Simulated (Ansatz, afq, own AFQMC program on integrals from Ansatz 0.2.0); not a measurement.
Where AFQMC and coupled cluster stand for P, quartet

A free P atom.

Basis cc-pVDZ. Only valence electrons are correlated. Ansatz 0.2.0 and our own AFQMC program on the same integrals; the CISD trial comes from CCSD amplitudes, and released means the phaseless constraint is let go. Free AFQMC starts from the CCSD state and is never constrained. Its projection time is finite, and what remains of the start isn't in its error. ± is one standard error of the sampling.

Determinant: UHF, the one that the program's search chose, which needn't be the lowest solution.

Full CI on the same integrals is exact in this basis and with this determinant's frozen core.

The T1 diagnostic is 0.0034 and the weight of the determinant in the CISD state is 0.947. The ⟨S²⟩ of the determinant is 3.750 and the size of the correlated space is 5 electrons in 13 orbitals.

```tsv
level	correlation energy (eV)
MP2	-1.7283
CCSD	-2.2114
CCSD(T)	-2.2390
```

(1) Estimate where phaseless AFQMC with the Hartree–Fock trial lies against CCSD(T) on the same integrals.

(1) 1.9 ± 1.2 kJ/mol below CCSD(T). The gap is under twice the noise, so this walk alone can't tell the two apart.

Reference: full CI, correlation energy -2.249 eV. The released energy is read at 2.40 1/Eh (meV from the phaseless value at times in 1/Eh: -0.6 ± 0.6 at 0.24, -0.6 ± 0.4 at 0.51, -0.88 ± 0.20 at 0.99, -0.2 ± 0.4 at 1.62, -0.4 ± 0.3 at 2.40).

```csv
level,E − E(reference) (kJ/mol),share of correlation (%)
CCSD(T),1.0,99.55
CCSDT,0.3,99.88
CCSDT(Q),0.1,99.97
CCSDTQ,0.0,100.00
ph-AFQMC/HF,-0.9 ± 1.2,100.44
ph-AFQMC/CISD,0.0 ± 0.07,99.98
released AFQMC,0.0 ± 0.03,100.00
free AFQMC,0.0 ± 0.02,99.99
```

CCSDT and higher add their correlation energy to the determinant of the CCSD(T) run, since their own runs factorise the integrals more tightly (a shift of under 2 meV). Free projections are given only where their last times agree within the noise and don't stop above the reference; a slow remainder of the start can still hide under it. A walk keeps the symmetry of its determinant, which the program's search chose and which needn't be the lowest solution, so a lower state of the same spin and another symmetry isn't excluded. Released energies are given only where the last usable release times agree within the noise; a slower fall can still hide under it.
